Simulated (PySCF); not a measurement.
Species: PO₃ (charge -1).
Numbering: `[O:1]=[P:2](=[O:3])[O-:4]`

The closed-shell ground state was solved at several levels (PySCF, density fitting, gas phase, non-relativistic). Geometry: PBE0-D3(BJ)/def2-SVP; no solvent, vibrations or thermal averaging. No diffuse functions stand in pcSseg-1 and pcSseg-2, which bears on an anion's orbital energies.

| level | basis functions | total energy (Eh) | HOMO (eV) | LUMO (eV) | gap (eV) |
| --- | --- | --- | --- | --- | --- |
| PBE/pcSseg-2 | 151 | -566.9314 | -0.69 | 3.93 | 4.62 |
| PBE0/pcSseg-1 | 75 | -566.7540 | -1.88 | 5.49 | 7.37 |

Question: Estimate the row for PBE0/def2-SVPD, a basis of 93 functions; the other rows only guide the guess.

Answer: Total energy -566.5349 Eh, HOMO -2.51 eV, LUMO 3.96 eV, gap 6.47 eV.

Question: Over all these levels, which gives the widest orbital gap and which the narrowest?

Answer: PBE0/pcSseg-1 (global hybrid, 25 % exact exchange) has the widest, 7.37 eV, and PBE/pcSseg-2 (GGA) the narrowest, 4.62 eV. Functional and basis both differ between the two, so the spread mixes both effects.
